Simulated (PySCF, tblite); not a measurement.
C3H3FN2.
Atom-mapped SMILES: `[F:1][c:2]1[cH:3][n:4][nH:5][cH:6]1` (hydrogens: H7 on C3; H8 on N5; H9 on C6)

Computed with GFN2-xTB (tblite), gas phase: Langevin dynamics at 200 K from the optimised GFN2-xTB geometry, time step 0.5 fs, friction 0.01 fs⁻¹, 2000 steps. Over the second half of the run the saved frames average 182 K.

Frame at 250 fs, instantaneous temperature 164 K:
```
atom  x, y, z in Å
F1      2.048   -0.045    1.099
C2      0.920   -0.203    0.368
C3      0.483   -1.362   -0.242
N4     -0.714   -1.176   -0.721
N5     -1.100    0.046   -0.406
C6     -0.064    0.748    0.196
H7      0.978   -2.261   -0.289
H8     -2.073    0.336   -0.638
H9     -0.189    1.708    0.607
```

Frame at 425 fs, instantaneous temperature 244 K:
```
atom  x, y, z in Å
F1      2.188   -0.533    0.898
C2      0.903   -0.493    0.429
C3      0.488   -1.279   -0.725
N4     -0.764   -0.910   -1.010
N5     -1.065    0.090   -0.208
C6     -0.108    0.404    0.698
H7      1.020   -1.984   -1.317
H8     -1.910    0.588   -0.337
H9     -0.236    1.209    1.393
```

Frame at 625 fs, instantaneous temperature 160 K:
```
atom  x, y, z in Å
F1      1.848   -0.840    1.155
C2      0.727   -0.502    0.530
C3      0.353   -0.724   -0.802
N4     -0.830   -0.236   -1.031
N5     -1.227    0.377    0.103
C6     -0.295    0.227    1.069
H7      0.805   -1.256   -1.645
H8     -1.941    1.099    0.026
H9     -0.454    0.511    2.085
```

Frame at 800 fs, instantaneous temperature 229 K:
```
atom  x, y, z in Å
F1      1.614   -0.790    1.304
C2      0.554   -0.205    0.628
C3      0.175   -0.368   -0.718
N4     -0.988    0.335   -0.908
N5     -1.321    0.779    0.270
C6     -0.437    0.539    1.240
H7      0.684   -0.715   -1.652
H8     -2.203    1.240    0.343
H9     -0.562    0.925    2.251
```

Frame at 1000 fs, instantaneous temperature 97 K:
```
atom  x, y, z in Å
F1      1.404   -0.497    1.325
C2      0.312   -0.021    0.651
C3      0.069   -0.030   -0.713
N4     -1.059    0.579   -1.027
N5     -1.611    0.917    0.146
C6     -0.811    0.668    1.194
H7      0.709   -0.416   -1.523
H8     -2.536    1.322    0.141
H9     -1.120    0.892    2.187
```

Problem. What do single points at PBE0/def2-SVPD (PySCF, gas phase, TDDFT, vertical, frozen core in the response) give on these frames?

Solution. 
```
t (fs)  GFN2-xTB E above start (eV)  DFT E above lowest frame (eV)  HOMO (eV)  LUMO (eV)  dipole (D)  S1 (eV)  f(S1)
   250                         0.22                           0.12      -7.34      -0.06        2.44     6.48  0.060
   425                         0.21                           0.06      -7.33       0.02        2.58     6.39  0.060
   625                         0.17                           0.03      -7.25      -0.09        2.25     6.29  0.063
   800                         0.27                           0.08      -7.43      -0.01        2.63     6.49  0.044
  1000                         0.15                           0.00      -7.22      -0.08        2.60     6.37  0.086
```

The two levels order the frames alike by energy but for pairs within 0.08 eV at one level; measured from each level's lowest frame they differ by 0.05 eV at most. The HOMO–LUMO gap runs from 7.14 to 7.42 eV. These are instantaneous structures, not minima.

The cost below is that of the whole dynamics run. Time: 9.3 s; peak memory 0.18 GiB. Hardware: one thread of an Arm Neoverse N1 (shared host).
